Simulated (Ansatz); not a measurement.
Geometry optimisation, RKS PBE/def2-SVP (Ansatz 0.2.0).

Input:

```yaml
crystal:
  periodic: [false, false, false]
  atoms:
    - { symbol: Si, position_ang: [0.0, 0.0, 0.0] }
    - { symbol: Si, position_ang: [1.3097, 0.0, 2.0349] }
    - { symbol: H, position_ang: [-0.0051, -0.4067, 2.5222] }
    - { symbol: H, position_ang: [2.3193, -0.9353, 2.5222] }
    - { symbol: H, position_ang: [1.6149, 1.342, 2.5222] }
    - { symbol: H, position_ang: [1.6588, 0.0, 0.0648] }
    - { symbol: H, position_ang: [-0.6877, 1.1914, -0.4862] }
    - { symbol: H, position_ang: [-0.6877, -1.1914, -0.4862] }
basis:
  gaussian: { orbitals: def2-SVP }
hamiltonian:
  xc: pbe
relax:
  f_tol: 0.15
  max_steps: 25
  restrain:
    - { distance: [1, 5], at: 2.66, k: 30.0 }
    - { distance: [0, 1], at: 2.22, k: 30.0 }
    - { distance: [0, 5], at: 1.46, k: 30.0 }
output:
  orbitals: {}
```

Run as:

```bash
$ ansatz run input.yaml --threads 1 --pin off --max-ram 2048MiB --backend cpu --events-out ev --progress --plain --runs-dir out
```

Task: Where does it end, and by what steps?

Result: It converged. The restraints hold the end off the free minimum; the threshold counts their pulls, which the force column leaves out. Restrained pairs: Si2–H6 (2.00 → 2.68 Å), Si1–Si2 (2.42 → 2.24 Å), Si1–H6 (1.66 → 1.47 Å). After 6 steps the energy has fallen by 2.670 eV (the restraints' own energy left out); H3 moved furthest, 0.72 Å.

```tsv
step	energy less start (eV)	largest force component (eV/Å)	accepted
0	0.0000	2.710	yes
1	-0.8976	2.411	yes
2	-1.7039	2.101	yes
3	-2.3573	1.196	yes
4	-2.5985	1.211	yes
5	-2.6630	1.526	yes
6	-2.6698	1.455	yes
```

```xyz
8
Properties=species:S:1:pos:R:3
Si 0.253 0.004 0.014
Si 0.960 -0.020 2.144
H -0.030 -0.323 3.238
H 2.063 -1.044 2.219
H 1.568 1.329 2.428
H 1.644 0.125 -0.445
H -0.559 1.192 -0.414
H -0.377 -1.263 -0.491
```

Run time: 10 s on 1 thread of AMD EPYC 7R43 64-Core Processor (Zen 3), with other jobs on the host, peak memory 0.13 GiB.
